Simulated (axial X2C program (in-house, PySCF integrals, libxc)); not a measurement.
# HCl⁻: bond constants with and without spin–orbit coupling

Computed with an axial X2C code built on PySCF integrals. Spin-free means the one-electron spin-free X2C Hamiltonian; two-component (2c) means X2C with spin–orbit coupling and atomic mean-field two-electron Coulomb and Gaunt terms, so the difference of the two also holds small scalar two-electron terms. Basis: Cl dyall-av3z [9s8p3d2f], H dyall-av3z [7s3p2d] (cores contracted in-house); Gaussian nuclei, density fitting, unrestricted open shells. Masses: Cl 34.969 u, H 1.008 u.

State, spin-free: M_S = 1/2, Λ = 0 (beyond evenly filled blocks: σα); electrons by block: σα: 6, σβ: 5, π+α: 2, π+β: 2, π-α: 2, π-β: 2. Fragments: Cl- + H.

State, 2c: Ω = 1/2 (⟨Sz⟩ = 0.50, ⟨Lz⟩ = 0.00 at PBE0); electrons by block: 1/2: 8, -1/2: 7, 3/2: 2, -3/2: 2. Fragments: Cl- + H.

```tsv
Hamiltonian	level	Re (Å)	ωe (cm⁻¹)	Be (cm⁻¹)	De (eV)	μ (D)
spin-free	PBE0	1.313	2376.2	9.98	0.639	-6.25
spin-free	BP86	1.358	1839.6	9.325	0.755	-5.43
2c	PBE0	1.314	2366.6	9.963	0.636	-6.27
2c	BP86	1.360	1829.0	9.303	0.751	-5.44
```

Dipoles are positive if H is the positive end and refer to the centre of mass.

The state is one determinant whose occupation by symmetry is held fixed; it was picked as the lowest of a PBE0 search that is not exhaustive. De is counted from the lowest determinant-based energies of the atoms at the same level, without counterpoise correction. Density functionals use the spin component along the axis (collinear). The highest occupied level is positive at some bond lengths even in Hartree–Fock (under at least one Hamiltonian), so the basis set holds the extra electron there; where that holds at Re the anion is at best weakly bound and its constants depend on the basis.

No reliable constants came from CCSD (2c), CCSD (spin-free), CCSD(T) (2c), CCSD(T) (spin-free), HF (2c), HF (spin-free), MP2 (2c), MP2 (spin-free): no minimum in range, unconverged points, a curve that is not smooth, a change of character along it, or the two Hamiltonians disagreeing along it.

Rough cost a point (2c) on 1 thread(s) of a shared host, integrals apart: PBE0 0.3 s, BP86 0.24 s.

The whole task took 54 s on 1 thread of Arm Neoverse V2, on a shared host.
